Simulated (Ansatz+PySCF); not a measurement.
Values are calculated unless marked as measured or tabulated.
**Several solutions for singlet Li2**

```xyz
2

Li   -0.0394   -0.0304   -1.3982
Li   -0.0238    0.0192    1.3540
```

Basis set: def2-SVP (spherical functions). Charge 0, multiplicity 1.

UHF was run from several starts with Ansatz (development build ahead of 0.2.0) and PySCF 2.14.0.

```csv
run,program,start,converged,energy (hartree),<S²>
A,PySCF,"guess 1e, instabilities followed",yes,-14.85639,0.20
B,Ansatz,stability test followed,yes,-14.85639,0.20
C,Ansatz,"atomic start, no search",yes,-14.85595,0.00
D,PySCF,"guess minao, instabilities followed",yes,-14.85639,0.20
E,PySCF,"guess atom, instabilities followed",yes,-14.85639,0.20
F,Ansatz,search for the lowest state,yes,-14.85639,0.20
G,PySCF,"guess huckel, instabilities followed",yes,-14.85639,0.20
H,PySCF,program defaults,yes,-14.85595,0.00
```

Problem. Which runs reached the lowest solution of this kind, and what is wrong with the others?

Solution. A, B, D, E, F, G reached the lowest solution found. Converged but too high: C by 0.01 eV, H by 0.01 eV. Convergence only shows a stationary point, and even a stable one can lie too high; stability tests and further starts are what find lower ones. Caution: the unrestricted determinant is spin contaminated. Caution: the determinant breaks the point group.
